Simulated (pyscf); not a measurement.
Single points on ωB97X-D3(BJ)/def2-SVP structures (PySCF, gas phase).

### Question
H₃Si–PH₂ + H atom (H•) → H₃Si–PH• + hydrogen (H₂)
Surface: doublet. Broken: H–P. Formed: H–H. Give ΔE‡ and ΔE from ωB97M-D3(BJ)/def2-TZVP, relative to the separated reactants.

### Answer
ΔE‡ = 2.9 kcal/mol, ΔE = -21.3 kcal/mol. Zero-point energy shifts the barrier by -0.4 kcal/mol. It is a hydrogen abstraction, with an imaginary mode of 746i cm⁻¹. One saddle was located; it need not be the lowest between these sides. The angle at the transferred H is 169°.
